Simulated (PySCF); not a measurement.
C2F4, SMILES FC(F)=C(F)F.

The structure is a stationary point at B3LYP-D3(BJ)/def2-SVP.

Method: B3LYP-D3(BJ)/def2-SVP in PySCF.

Harmonic, unscaled wavenumbers; measured fundamentals usually lie a few per cent lower.

| mode | ν (cm⁻¹) | IR (km/mol) | Raman (Å⁴/amu) | depolarisation | moving atoms (share of kinetic energy) |
|---|---|---|---|---|---|
| 1 | 198 | 0.0 | 0.0 | – | F 100 % |
| 2 | 210 | 5.2 | 0.0 | – | F 92 % |
| 3 | 401 | 0.0 | 2.3 | 0.60 | F 100 % |
| 4 | 419 | 3.4 | 0.0 | – | C 76 %, F 24 % |
| 5 | 532 | 0.0 | 17.6 | 0.75 | C 93 % |
| 6 | 553 | 0.0 | 2.8 | 0.75 | F 84 %, C 16 % |
| 7 | 560 | 1.7 | 0.0 | – | F 85 %, C 15 % |
| 8 | 807 | 0.0 | 10.1 | 0.10 | F 96 % |
| 9 | 1211 | 396.0 | 0.0 | – | C 61 %, F 39 % |
| 10 | 1370 | 421.6 | 0.0 | – | C 68 %, F 32 % |
| 11 | 1381 | 0.0 | 0.0 | – | C 80 %, F 20 % |
| 12 | 1927 | 0.0 | 15.6 | 0.30 | C 96 % |
